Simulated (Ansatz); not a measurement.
Consider Sn in the diamond structure (space group Fd-3m, No. 227).

```
CELL_PARAMETERS angstrom
      0.00000     3.28439     3.28439
      3.28439     0.00000     3.28439
      3.28439     3.28439     0.00000
ATOMIC_POSITIONS crystal
  Sn 0.50000 0.50000 0.50000
  Sn 0.75000 0.75000 0.75000
```

All numbers come from r2SCAN (Ansatz, an electronic-structure program), without spin-orbit coupling, earlier PAW set.

Modification: full substitution Sn → Si, then cell and atoms are relaxed.

Measured lattice parameter a: Sn 6.477 Å (static lattice; corrected from measurement; as listed in Daniel Mejia-Rodriguez, S. B. Trickey, Phys. Rev. B (2018)); Si 5.421 Å (static lattice; corrected from measurement; as listed in Daniel Mejia-Rodriguez, S. B. Trickey, Phys. Rev. B (2018)).

Q: How well does r2SCAN reproduce the measured shift?

A: With r2SCAN the lattice parameter a moves by -1.125 Å (6.569 → 5.444) against -1.056 Å measured.

Stability against distortions was not tested.
